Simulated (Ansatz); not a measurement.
**SiPH₃ (singlet): from Hartree-Fock to the top rungs at a displaced geometry (v1), cc-pVDZ**

An exercise on one series of results from a longer session: the logs are not shown, and one member is left open.

Method: cc-pVDZ, core rule «outside noble gas», up to 10 orbitals frozen; program: Ansatz 0.2.0, Gaussian basis.

The runs, in order: UHF; CCSD(T) on RHF; CCSD(T) on UHF; BCCD(T) on RHF; CISD; CCSDT(Q) on RHF; CCSDT(Q) on UHF.

9 further runs of the same task are left out: 9 set aside as unsound or not needed. Runs told in other sessions of the task aren't counted.

## The system

The geometry is a PBE0/def2-TZVP stationary point (not a proven minimum) with its atoms shifted at random (size 0.040 Å).

5 atoms, charge 0, spin multiplicity 1.

Atoms are counted from 1 here; the program's logs count them from 0.

Bond lengths: Si1–P2 2.186 Å, Si1–H3 1.484 Å, P2–H4 1.444 Å, P2–H5 1.488 Å. Angles: P2–Si1–H3 85.3°, Si1–P2–H4 117.1°, Si1–P2–H5 113.3°, H4–P2–H5 97.6°.

Set-up of the first run:

Contents of in.yaml:

```yaml
crystal:
  periodic: [false, false, false]
  atoms:
    - {symbol: Si, position_ang: [-0.040246, 0.089273, 1.179985]}
    - {symbol: P, position_ang: [0.075037, -0.035662, -0.999079]}
    - {symbol: H, position_ang: [0.066691, -1.390483, 1.148481]}
    - {symbol: H, position_ang: [-0.659098, -1.102964, -1.637295]}
    - {symbol: H, position_ang: [-0.592041, 1.101816, -1.689146]}
basis:
  gaussian: {orbitals: cc-pVDZ}
magnetization: {spin_polarized: true, initial_magnetization: 0}
hamiltonian: {xc: hf}
output: {orbitals: {seedname: orbitals}}
```

Launch:

```console
> ansatz run in.yaml --threads 1 --pin off --events-out ev --progress --plain --max-ram 2393MiB
```

Steps of the session up to this table: UHF; CCSD(T) on RHF; CCSD(T) on UHF; BCCD(T) on RHF; CISD; CCSDT(Q) on RHF; CCSDT(Q) on UHF.

One of the session's tables, all rows but one given; the rest of the session is left out.

```
   method  from RCCSDT(Q) (kcal/mol)
      RHF                    +165.82
      UHF                    +165.73
     RMP2                     +33.32
     CISD                     +22.62
    RCCSD                          ?
 RCCSD(T)                      +1.25
  BCCD(T)                      +1.21
   RCCSDT                      +0.40
RCCSDT(Q)                          0
```

Estimate the missing values for RCCSD.

The run gave: from RCCSDT(Q) (kcal/mol): +6.72. In the column «from RCCSDT(Q) (kcal/mol)» it lies between RCCSD(T) (+1.25) and CISD (+22.62).

Not comparable, so not listed: CCSD(T) on UHF; CCSDT(Q) on UHF (they don't share determinant, frozen orbitals or solution with the rows shown, or repeat one).
